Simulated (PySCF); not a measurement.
The dipole of trimethylphosphine oxide, `O=P(C)(C)C` from its density and from atomic charges.

Coordinates (GFN2-xTB, Å) and charges (e) from the PBE0/pcSseg-1 density (PySCF):

```csv
atom,x,y,z,Mulliken,IAO,Hirshfeld,ESP-fitted
C1,1.634,0.101,-0.409,-0.4888,-0.6956,-0.1640,-0.7455
P2,0.103,-0.199,0.554,+0.7335,+1.5507,+0.4439,+1.2180
C3,-0.887,-1.357,-0.467,-0.4890,-0.6955,-0.1640,-0.7429
C4,-0.815,1.388,0.505,-0.4890,-0.6954,-0.1640,-0.7295
O5,0.355,-0.688,1.915,-0.6075,-0.9366,-0.4215,-0.7226
H6,1.425,0.459,-1.412,+0.1337,+0.1548,+0.0470,+0.1849
H7,2.231,0.833,0.131,+0.1565,+0.1680,+0.0548,+0.1970
H8,2.189,-0.833,-0.454,+0.1567,+0.1681,+0.0549,+0.1973
H9,-1.836,-1.525,0.039,+0.1566,+0.1680,+0.0549,+0.1964
H10,-1.062,-0.975,-1.467,+0.1337,+0.1547,+0.0469,+0.1845
H11,-0.351,-2.302,-0.518,+0.1566,+0.1680,+0.0548,+0.1961
H12,-0.987,1.730,-0.510,+0.1337,+0.1547,+0.0469,+0.1814
H13,-0.236,2.127,1.055,+0.1567,+0.1680,+0.0548,+0.1924
H14,-1.765,1.243,1.016,+0.1566,+0.1680,+0.0549,+0.1924
```

What dipole does each set of charges give (1 e·Å = 4.803 D), and what does the density give?

The full density gives (-0.71, 1.38, -3.84) D, 4.14 D in size; dipole vectors point from the negative to the positive end.

| scheme | μx | μy | μz | size (D) | share of the full size (%) | angle to the full dipole (°) |
| --- | --- | --- | --- | --- | --- | --- |
| Mulliken | -0.74 | 1.43 | -3.99 | 4.30 | 104 | 0 |
| IAO | -0.88 | 1.71 | -4.75 | 5.12 | 124 | 0 |
| Hirshfeld | -0.53 | 1.02 | -2.83 | 3.06 | 74 | 0 |
| ESP-fitted | -0.72 | 1.40 | -3.89 | 4.19 | 101 | 0 |

Which set comes closest?

Length of the difference vector: ESP-fitted 0.05 D, Mulliken 0.16 D, IAO 0.98 D, Hirshfeld 1.08 D. Closest: ESP-fitted. The schemes that divide the density aren't constrained to reproduce the dipole.

What is left for the Hirshfeld atoms' own dipoles?

The shares of the density sum to the whole, so what Σ q r misses lies in dipoles about the nuclei. The atomic dipoles sum to (-0.71, 1.38, -3.84) − (-0.53, 1.02, -2.83) = (-0.18, 0.36, -1.01) D, 1.08 D in size.

With the origin at the mean of the coordinates, (0.000, 0.000, -0.002) Å, which are the largest single terms, by size, of the Mulliken dipole along the direction of the full one?

O5 +6.03, P2 -2.11, H12 +0.78, H10 +0.78, H6 +0.78 D; all 14 atoms together +4.30 D. The single terms depend on the origin, their sum doesn't.

Give the size of the full dipole in other units.

4.14 D = 1.629 au = 0.862 e·Å = 13.81 × 10⁻³⁰ C·m.

Geometry: GFN2-xTB; no solvent, vibrations or thermal averaging.
